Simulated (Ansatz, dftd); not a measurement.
Reaction: CH4N- (SMILES [CH2-]N) → CH4N- (SMILES [NH-]C)
Each species at its own B3LYP-D3(BJ)/def2-TZVP minimum (Ansatz, a program for electronic structure).

Wanted: isomerisation energy (electronic), in kJ/mol. Open shells are spin-unrestricted; no spin-orbit coupling. Cores are frozen in correlated methods. Rows without X2C or -DK are non-relativistic. CBS(X,Y): correlation extrapolated as X^-3, Hartree-Fock from the larger set. A bracket is a step between two methods taken in the basis named. The functionals are non-relativistic, so their misses hold any scalar relativity. Double hybrids freeze cores in their MP2 part. '+ core + X2C': CCSD(T) terms for core correlation (cc-pwCVTZ) and scalar relativity (cc-pVTZ-DK). def2-TZVPD holds few diffuse functions, which lowers the functionals' binding of the extra electron.

```csv
level,program,isomerisation energy (kJ/mol),difference against the last row
HF/aug-cc-pVTZ,Ansatz,-59.9,0.5
B2PLYP-D3(BJ)/def2-TZVPD,Ansatz + dftd3,-67.0,-6.6
MP2/aug-cc-pVTZ,Ansatz,-63.0,-2.6
"CCSD/CBS(aug-cc-pVTZ,aug-cc-pVQZ)",Ansatz,-60.0,0.4
CCSDT(Q)/aug-cc-pVDZ,Ansatz,-59.4,1.0
"CCSD(T)/CBS(aug-cc-pVTZ,aug-cc-pVQZ) + [CCSDT(Q) - CCSD(T)]/aug-cc-pVDZ + core + X2C",Ansatz,-60.4,0.0
```
